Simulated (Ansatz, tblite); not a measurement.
Forces on SiH2MeF (CH5FSi) at its PBE-D4/def2-TZVP geometry. Charge 0, multiplicity 1.

The xTB rows come from tblite.

GFN1-xTB (tblite), largest force 1.42 eV/Å:

```xyz
8
positions Å, forces eV/Å
Si    0.153    0.074    0.857    0.240    0.005    1.399
H    -0.893    0.887    1.550    0.499   -0.507   -0.273
H     1.506    0.642    1.146   -0.652   -0.385   -0.079
C    -0.168   -0.034   -0.976   -0.030    0.065   -0.143
H    -0.177    0.974   -1.419   -0.042   -0.285   -0.170
H    -1.142   -0.504   -1.176    0.160    0.061   -0.222
H     0.612   -0.623   -1.480   -0.215    0.084   -0.158
F     0.109   -1.417    1.497    0.040    0.961   -0.353
```

GFN2-xTB (tblite), largest force 1.18 eV/Å:

```
Si 0.233 0.602 0.986
H 0.393 -0.479 -0.226
H -0.532 -0.381 -0.071
C -0.131 -0.021 -0.674
H -0.010 -0.491 0.099
H 0.385 0.166 -0.052
H -0.353 0.215 0.079
F 0.016 0.388 -0.141
```

PBE-D4/def2-TZVP (Ansatz), largest force 0.03 eV/Å:

```
Si 0.003 0.027 -0.006
H 0.003 -0.009 -0.004
H -0.008 -0.004 -0.002
C -0.004 -0.014 0.006
H 0.004 0.000 0.001
H 0.005 0.009 -0.005
H -0.006 0.005 -0.002
F 0.002 -0.013 0.013
```
